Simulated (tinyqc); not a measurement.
Inside a calculation. Method: UHF in the sto-3g basis, for LiH+, spin multiplicity 2. One step of it, computed by the program tinyqc.

Task: Iteration 4: building the Fock matrix. J_ij = sum D_kl (ij|kl) with D = D(alpha) + D(beta), K_ij = sum D_kl (ik|jl) for each spin; F = H + J - K(s); E = tr D H + tr D J / 2 - 0.5 sum_s tr D(s) K(s) + E_nn.

D(alpha) after iteration 3, order 1Li 1s, 1Li 2s, 1Li 2px, 1Li 2py, 1Li 2pz, 2H 1s:
```
[[0.995294, 0.009703, 0.000000, 0.000000, -0.018624, -0.079245],
 [0.009703, 0.035186, 0.000000, 0.000000, 0.037594, 0.151186],
 [0.000000, 0.000000, 0.000000, 0.000000, 0.000000, 0.000000],
 [0.000000, 0.000000, 0.000000, 0.000000, 0.000000, 0.000000],
 [-0.018624, 0.037594, 0.000000, 0.000000, 0.041015, 0.165068],
 [-0.079245, 0.151186, 0.000000, 0.000000, 0.165068, 0.664354]]
```

D(beta) after iteration 3, order 1Li 1s, 1Li 2s, 1Li 2px, 1Li 2py, 1Li 2pz, 2H 1s:
```
[[0.984301, 0.031099, 0.000000, 0.000000, 0.001474, -0.002421],
 [0.031099, 0.000983, 0.000000, 0.000000, 0.000047, -0.000076],
 [0.000000, 0.000000, 0.000000, 0.000000, 0.000000, 0.000000],
 [0.000000, 0.000000, 0.000000, 0.000000, 0.000000, 0.000000],
 [0.001474, 0.000047, 0.000000, 0.000000, 0.000002, -0.000004],
 [-0.002421, -0.000076, 0.000000, 0.000000, -0.000004, 0.000006]]
```

core Hamiltonian H = T + V (hartree), order 1Li 1s, 1Li 2s, 1Li 2px, 1Li 2py, 1Li 2pz, 2H 1s:
```
[[-4.708137, -1.057413, 0.000000, 0.000000, -0.013431, -0.216452],
 [-1.057413, -1.379437, 0.000000, 0.000000, -0.113482, -0.602975],
 [0.000000, 0.000000, -1.122062, 0.000000, 0.000000, 0.000000],
 [0.000000, 0.000000, 0.000000, -1.122062, 0.000000, 0.000000],
 [-0.013431, -0.113482, 0.000000, 0.000000, -1.212652, -0.760236],
 [-0.216452, -0.602975, 0.000000, 0.000000, -0.760236, -1.371531]]
```

Two-electron integrals (ij|kl) in chemists' order, unique and non-zero (hartree):
```
(11|11) 1.680395   (21|11) 0.265420   (21|21) 0.049941   (22|11) 0.397727
(22|21) 0.092860   (22|22) 0.290562   (31|31) 0.008981   (32|31) 0.013788
(32|32) 0.064184   (33|11) 0.396640   (33|21) 0.092880   (33|22) 0.290497
(33|33) 0.312946   (41|41) 0.008981   (42|41) 0.013788   (42|42) 0.064184
(43|43) 0.016869   (44|11) 0.396640   (44|21) 0.092880   (44|22) 0.290497
(44|33) 0.279207   (44|44) 0.312946   (51|51) 0.008981   (52|51) 0.013788
(52|52) 0.064184   (53|53) 0.016869   (54|54) 0.016869   (55|11) 0.396640
(55|21) 0.092880   (55|22) 0.290497   (55|33) 0.279207   (55|44) 0.279207
(55|55) 0.312946   (61|11) 0.051111   (61|21) 0.009673   (61|22) 0.018347
(61|33) 0.018133   (61|44) 0.018133   (61|51) 0.001155   (61|52) 0.002249
(61|55) 0.018783   (61|61) 0.002051   (62|11) 0.128026   (62|21) 0.030289
(62|22) 0.101202   (62|33) 0.095863   (62|44) 0.095863   (62|51) 0.004889
(62|52) 0.030439   (62|55) 0.111778   (62|61) 0.007025   (62|62) 0.059822
(63|31) 0.002338   (63|32) 0.011108   (63|53) 0.004600   (63|63) 0.004103
(64|41) 0.002338   (64|42) 0.011108   (64|54) 0.004600   (64|64) 0.004103
(65|11) 0.161011   (65|21) 0.038470   (65|22) 0.133224   (65|33) 0.124156
(65|44) 0.124156   (65|51) 0.007568   (65|52) 0.046664   (65|55) 0.151209
(65|61) 0.009251   (65|62) 0.085978   (65|65) 0.125124   (66|11) 0.301457
(66|21) 0.072505   (66|22) 0.266768   (66|33) 0.243363   (66|44) 0.243363
(66|51) 0.012998   (66|52) 0.100438   (66|55) 0.313337   (66|61) 0.017456
(66|62) 0.198490   (66|65) 0.295829   (66|66) 0.774606
```

nuclear repulsion = 0.90612536 hartree

Give: Coulomb J; exchange K(alpha); exchange K(beta); F(alpha); F(beta); total energy of this density.

Result:

Coulomb J (hartree), order 1Li 1s, 1Li 2s, 1Li 2px, 1Li 2py, 1Li 2pz, 2H 1s:
```
[[3.6626, 0.6051, 0.0000, 0.0000, 0.0132, 0.1200],
 [0.6051, 1.0661, 0.0000, 0.0000, 0.0953, 0.4435],
 [0.0000, 0.0000, 1.0434, 0.0000, 0.0000, 0.0000],
 [0.0000, 0.0000, 0.0000, 1.0434, 0.0000, 0.0000],
 [0.0132, 0.0953, 0.0000, 0.0000, 1.1049, 0.5985],
 [0.1200, 0.4435, 0.0000, 0.0000, 0.5985, 1.3017]]
```

exchange K(alpha) (hartree), order 1Li 1s, 1Li 2s, 1Li 2px, 1Li 2py, 1Li 2pz, 2H 1s:
```
[[1.6763, 0.2746, 0.0000, 0.0000, 0.0003, 0.0554],
 [0.2746, 0.1400, 0.0000, 0.0000, 0.1159, 0.2267],
 [0.0000, 0.0000, 0.0194, 0.0000, 0.0000, 0.0000],
 [0.0000, 0.0000, 0.0000, 0.0194, 0.0000, 0.0000],
 [0.0003, 0.1159, 0.0000, 0.0000, 0.1703, 0.3093],
 [0.0554, 0.2267, 0.0000, 0.0000, 0.3093, 0.6851]]
```

exchange K(beta) (hartree), order 1Li 1s, 1Li 2s, 1Li 2px, 1Li 2py, 1Li 2pz, 2H 1s:
```
[[1.6703, 0.2749, 0.0000, 0.0000, 0.0002, 0.0541],
 [0.2749, 0.0551, 0.0000, 0.0000, 0.0001, 0.0110],
 [0.0000, 0.0000, 0.0097, 0.0000, 0.0000, 0.0000],
 [0.0000, 0.0000, 0.0000, 0.0097, 0.0000, 0.0000],
 [0.0002, 0.0001, 0.0000, 0.0000, 0.0097, 0.0014],
 [0.0541, 0.0110, 0.0000, 0.0000, 0.0014, 0.0024]]
```

F(alpha) (hartree), order 1Li 1s, 1Li 2s, 1Li 2px, 1Li 2py, 1Li 2pz, 2H 1s:
```
[[-2.7219, -0.7269, 0.0000, 0.0000, -0.0005, -0.1519],
 [-0.7269, -0.4533, 0.0000, 0.0000, -0.1341, -0.3862],
 [0.0000, 0.0000, -0.0980, 0.0000, 0.0000, 0.0000],
 [0.0000, 0.0000, 0.0000, -0.0980, 0.0000, 0.0000],
 [-0.0005, -0.1341, 0.0000, 0.0000, -0.2780, -0.4711],
 [-0.1519, -0.3862, 0.0000, 0.0000, -0.4711, -0.7549]]
```

F(beta) (hartree), order 1Li 1s, 1Li 2s, 1Li 2px, 1Li 2py, 1Li 2pz, 2H 1s:
```
[[-2.7159, -0.7272, 0.0000, 0.0000, -0.0005, -0.1506],
 [-0.7272, -0.3684, 0.0000, 0.0000, -0.0182, -0.1705],
 [0.0000, 0.0000, -0.0884, 0.0000, 0.0000, 0.0000],
 [0.0000, 0.0000, 0.0000, -0.0884, 0.0000, 0.0000],
 [-0.0005, -0.0182, 0.0000, 0.0000, -0.1175, -0.1631],
 [-0.1506, -0.1705, 0.0000, 0.0000, -0.1631, -0.0723]]
```

total energy of this density = -7.619693 hartree
